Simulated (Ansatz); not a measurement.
Input file:

```yaml
crystal:
  periodic: [false, false, false]
  atoms:
    - {symbol: N, position_ang: [0.000000, 0.000000, 0.000000]}
    - {symbol: H, position_ang: [0.590343, 0.592302, 0.590214]}
    - {symbol: H, position_ang: [-0.592921, -0.588246, 0.591684]}
    - {symbol: H, position_ang: [-0.588983, 0.589598, -0.594267]}
    - {symbol: H, position_ang: [0.591561, -0.593654, -0.587631]}
basis:
  gaussian: {orbitals: STO-3G}
total_charge: 1
magnetization: {spin_polarized: true, initial_magnetization: 2}
correlation: {method: ccsd_t, electrons: valence}
scf: {lower_state_search: off}
```

```sh
$ ansatz run in.yaml --threads 1 --pin off --events-out ev --progress --plain --max-ram 2176MiB
```

The program prints:

```
these checks for a lower state are left out or cut short: stability, starts, cluster_reference, orbital_swaps, neighbouring_geometries, increment
116 factors; integrals over basis functions are off by at most 5.2e-6 eV
mean field evaluation 1: about -1499.3345 eV, gradient 4.8e0 eV
mean field evaluation 2: about -1499.4607 eV, gradient 4.8e0 eV
mean field evaluation 4: about -1500.0764 eV, gradient 1.9e0 eV
mean field evaluation 8: about -1500.4427 eV, gradient 5.7e-2 eV
mean field evaluation 16: about -1500.4383 eV, gradient 1.1e-4 eV
mean field -1502.13126998 eV, -55.2023059907 hartree, gradient 2.8e-6 eV, S^2 2.010044; 0 other end points of the search recorded, 0 dependent functions left out
1 core orbitals not correlated: weight in the atoms' cores, before any rotation towards them, 1.000 or more for the frozen orbitals, at most 0.000 for the correlated occupied ones
reference -1502.13126998 eV, -55.2023059907 hartree; 5, 3 occupied and 3, 5 virtual orbitals, 116 factors
second order -1.12359948 eV of doubles, -0.00000000 eV of singles
cycle   1  -1.41751842 eV  change   -2.9e-1 eV  update   4.0e-2
cycle   2  -1.57158771 eV  change   -1.5e-1 eV  update   2.0e-2
cycle   3  -1.59300435 eV  change   -2.1e-2 eV  update   1.4e-2
cycle   4  -1.60545680 eV  change   -1.2e-2 eV  update   1.3e-2
cycle   5  -1.60197503 eV  change    3.5e-3 eV  update   1.3e-2
cycle   6  -1.48500128 eV  change    1.2e-1 eV  update   1.3e-2
cycle   7  -1.42230720 eV  change    6.3e-2 eV  update   1.1e-2
cycle   8  -1.10986290 eV  change    3.1e-1 eV  update   9.2e-3
cycle   9  -1.16473944 eV  change   -5.5e-2 eV  update   1.8e-2
cycle  10  -1.17696236 eV  change   -1.2e-2 eV  update   7.9e-3
cycle  11  -1.18279776 eV  change   -5.8e-3 eV  update   3.1e-3
cycle  12  -1.18942848 eV  change   -6.6e-3 eV  update   1.4e-3
cycle  13  -1.19096831 eV  change   -1.5e-3 eV  update   2.9e-4
cycle  14  -1.19123910 eV  change   -2.7e-4 eV  update   3.8e-5
cycle  15  -1.19115330 eV  change    8.6e-5 eV  update   1.2e-5
cycle  16  -1.19115053 eV  change    2.8e-6 eV  update   1.9e-6
cycle  17  -1.19114625 eV  change    4.3e-6 eV  update   1.2e-6
perturbative correction -0.16007752 eV, -0.0058827402 hartree
WARN: these amplitudes may be one of several solutions (largest doubles amplitude 0.56, level shift 0.00 eV)
Total energy: -1503.48249375 eV, -55.2519625484 hartree
Checks for a lower state left out: stability, starts, cluster_reference, orbital_swaps, neighbouring_geometries, increment
```

Ran on 1 thread of Intel Xeon 6975P-C, shared host: 0.15 s wall, 0.14 GiB peak host memory.
